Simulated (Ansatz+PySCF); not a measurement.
Results of a calculation; reference values are marked as such.
Input for PySCF 2.14.0:

```python
from pyscf import gto, scf

mol = gto.M(atom="""
Na 0.000000 0.000000 -0.170410
H 0.000000 0.000000 1.874510
""", basis='def2-svp', charge=0, spin=0)
mf = scf.UHF(mol)
mf.init_guess = 'huckel'
mf.kernel()
while True:  # follow internal instabilities
    mo, _, stable, _ = mf.stability(return_status=True)
    if stable: break
    mf.kernel(mf.make_rdm1(mo, mf.mo_occ))
print(mf.converged, mf.e_tot, mf.spin_square()[0])
```

The script is written out from the run's settings.

The run gave:

```
Converged                       : yes
Total energy                    : -162.32337 hartree
Spin squared of the determinant : 0.000
```
